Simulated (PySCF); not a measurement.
## Gas-phase acidity of phosphethene

Parent: `C=P` (CH3P). Coordinates in Å; atoms count from 1 in this order:
```
C    -0.5406   -0.0260   -0.0080
P     0.9453   -0.7832    0.0298
H    -1.4510   -0.6355    0.0133
H    -0.6972    1.0567   -0.0533
H     1.7637    0.3953   -0.0156
```

These are calculated values, PBE0-D3(BJ)/ma-def2-TZVP in PySCF (grid level 2) at geometries from PBE0-D3(BJ)/ma-def2-SVP. The prefix ma- adds one diffuse s and one diffuse p function on all atoms but H. Thermal corrections: PBE0-D3(BJ)/ma-def2-SVP frequencies, unscaled, ideal gas at 298.15 K and 1 bar, quasi-RRHO entropy.

| site | product | ΔH(acid) / eV | ΔG(acid) / eV | gas share |
| --- | --- | --- | --- | --- |
| P2 (phosphorus) | `C=[P-]` | 16.10 | 15.79 | > 99.9 % |
| C1 (carbon) | `[CH-]=P` | 16.86 | 16.53 | < 0.1 % |

ΔH and ΔG refer to AH → A⁻ + H⁺ in the gas phase. Shares are Boltzmann weights among the listed products; an error of 10 kJ/mol changes a ratio about 56-fold. Sites whose products fell apart, merged with another or lost in a GFN2-xTB screen aren't listed.

Among these, P2 (phosphorus) wins by 0.74 eV in gas-phase free energy over C1.

Vertical detachment energies of the anions: `C=[P-]` 0.78 eV.

Known limits: one E/Z form of each vinyl-type anion was tried, and another may lie lower.
